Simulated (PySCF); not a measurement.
Geometry:
| atom | x (Å) | y (Å) | z (Å) |
| --- | --- | --- | --- |
| S1 | 2.264 | 0.749 | -0.458 |
| C2 | 1.099 | -0.441 | 0.304 |
| C3 | 0.128 | 0.208 | 1.291 |
| C4 | -1.001 | 0.765 | 0.410 |
| C5 | -0.982 | -0.083 | -0.886 |
| C6 | 0.156 | -1.099 | -0.703 |
| H7 | 1.334 | 1.563 | -1.004 |
| H8 | 1.771 | -1.165 | 0.789 |
| H9 | -0.266 | -0.580 | 1.955 |
| H10 | 0.608 | 0.966 | 1.925 |
| H11 | -1.972 | 0.723 | 0.924 |
| H12 | -0.823 | 1.827 | 0.181 |
| H13 | -1.943 | -0.584 | -1.073 |
| H14 | -0.793 | 0.553 | -1.765 |
| H15 | 0.659 | -1.374 | -1.641 |
| H16 | -0.235 | -2.027 | -0.251 |

Geometry: PBE0-D3(BJ)/def2-SVP; GIAO shifts from PySCF 2.14.0 with density-fitted response routines, gas phase, non-relativistic, averaged over equivalent atoms.

At B97-2/pcSseg-1 (159 basis functions, 16 s wall time on 1 thread of an Arm Neoverse V1, shared host):
```csv
atoms,δ (ppm)
S1,-47.6
C2,47.0
C3/C6,39.0
C4/C5,22.4
H8,2.76
H7,1.86
H9/H16,1.74
H10/H15,1.73
H12/H14,1.72
H11/H13,1.60
```

Shifts are taken against calculated references (same method and geometry level): CS2 for 33S (σref 499.83); TMS for 13C (σref 183.69), 1H (σref 31.38).

Q: Predict the values at BP86/pcSseg-1 on the same geometry.

A: 
| atoms | δ at BP86/pcSseg-1 | change |
| --- | --- | --- |
| S1 | -34.3 | +13.3 |
| C2 | 50.2 | +3.2 |
| C3/C6 | 41.2 | +2.2 |
| C4/C5 | 23.0 | +0.6 |
| H8 | 2.94 | +0.18 |
| H7 | 1.90 | +0.04 |
| H9/H16 | 1.85 | +0.11 |
| H10/H15 | 1.77 | +0.04 |
| H12/H14 | 1.84 | +0.12 |
| H11/H13 | 1.65 | +0.05 |

Chemical shifts δ = σref − σ; CS2 for 33S (σref 490.12); 13C (σref 179.74), 1H (σref 31.27) vs TMS, all at this level.

The largest change is at S1 (thiol sulfur). Cost: 159 basis functions, 26 s wall time on 1 thread of an Arm Neoverse V1, shared host. The order of the carbon signals is the same at both levels.
